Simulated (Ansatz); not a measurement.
System: fcc Ag. Method: PBE-D3(BJ) (plane waves, PAW; Ansatz, a quantum-chemistry and plane-wave program).

Run with plane-wave cutoff 520 eV, 24×24×24 k mesh, Fermi–Dirac smearing 0.05 eV, no spin polarisation, scalar-relativistic PAW data made under PBE.

Computed at the level's own relaxed cell.

Task: Give the computed volume per atom, bulk modulus, equilibrium lattice constant a and pressure derivative B′ of the bulk modulus.

Result: 
volume per atom: 16.89 Å³/atom
bulk modulus: 111 GPa
equilibrium lattice constant a: 4.073 Å
pressure derivative B′ of the bulk modulus: 5.7

The run finds no gap.

Measured, for comparison: equilibrium volume per atom 16.76 Å³/atom (static lattice: zero-point anharmonic expansion removed; as tabulated in Mejia-Rodriguez and Trickey (2018), arXiv:1807.09216); bulk modulus 110 GPa (corrected for temperature and zero-point phonon effects, our sources range from 104 to 111; as tabulated in Levämäki et al. (2014), arXiv:1402.3671); lattice constant a 4.062 Å (static lattice: zero-point anharmonic expansion removed, our sources range from 4.056 to 4.063; as tabulated in Mejia-Rodriguez and Trickey (2018), arXiv:1807.09216). Computed (rounded) less measured: equilibrium volume per atom +0.8 %, bulk modulus +0.9 % (0.0 % to +7 % over the range), lattice constant a +0.3 % (+0.2 % to +0.4 % over the range).

Computed values are for the static lattice.

Cost on a shared machine: around 50 core-seconds (rough).
